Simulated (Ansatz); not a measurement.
A run for Ansatz (an electronic-structure program): U-HF/def2-TZVPP on C2H5 (SMILES [CH2]C), 2S+1 = 2, atoms moved off the minimum.

Ansatz 0.2 input:
```yaml
crystal:
  periodic: [false, false, false]
  atoms:
    - {symbol: C, position_ang: [0.67716096, -0.09955667, -0.15190634]}
    - {symbol: C, position_ang: [-0.66746281, -0.12889589, 0.02164394]}
    - {symbol: H, position_ang: [1.42982954, 0.62172806, 0.30032924]}
    - {symbol: H, position_ang: [1.32023112, -1.11003166, -0.22242331]}
    - {symbol: H, position_ang: [-1.14251079, 0.08609032, 0.92331820]}
    - {symbol: H, position_ang: [-0.84253591, 1.09219715, -0.34765847]}
    - {symbol: H, position_ang: [-1.43204778, -0.35365365, -0.49880098]}
basis:
  gaussian:
    orbitals: def2-TZVPP
hamiltonian:
  xc: {name: HF}
magnetization: {spin_polarized: true, initial_magnetization: 1}
output: {forces: true}
```

The log:

```
WARN ansatz: RAYON_NUM_THREADS=1 ignored (pool sized by the plan → 1); use --threads N
Functional definition: HF
integrals: 0.03 GiB planned
761 factors; their error is unknown
mean field: 0.28 GiB planned
mean field evaluation 1: about -2134.5669 eV, gradient 1.9e1 eV
mean field evaluation 2: about -2136.3270 eV, gradient 8.3e0 eV
mean field evaluation 4: about -2136.7643 eV, gradient 7.3e-1 eV
mean field evaluation 8: about -2136.7790 eV, gradient 8.7e-2 eV
mean field -2136.80726223 eV, -78.5262185070 hartree, gradient 1.7e-5 eV, S^2 0.770038; 0 other end points of the search recorded, 0 dependent functions left out
the calculation of the forces begins
reference -2136.80726223 eV, -78.5262185070 hartree; 9, 8 occupied and 123, 124 virtual orbitals, 761 factors
Total energy: -2136.80726223 eV, -78.5262185070 hartree
Atom 0 at     0.677161    -0.099557    -0.151906 Å, force     9.150834    -3.967205     0.123252 eV/Å
Atom 1 at    -0.667463    -0.128896     0.021644 Å, force    -1.338683     9.178263     2.064819 eV/Å
Atom 2 at     1.429830     0.621728     0.300329 Å, force    -2.117456    -0.535730    -0.588256 eV/Å
Atom 3 at     1.320231    -1.110032    -0.222423 Å, force    -1.854219     2.146646    -0.314549 eV/Å
Atom 4 at    -1.142511     0.086090     0.923318 Å, force     0.212425    -0.412391     2.609497 eV/Å
Atom 5 at    -0.842536     1.092197    -0.347658 Å, force     0.036836    -2.370296     0.908783 eV/Å
Atom 6 at    -1.432048    -0.353654    -0.498801 Å, force    -4.089737    -4.039287    -4.803547 eV/Å
Dipole moment:    -0.090515     0.023872     0.081268 e Å
```

The run converged.

Cost: around 2.5 core-seconds (rough).
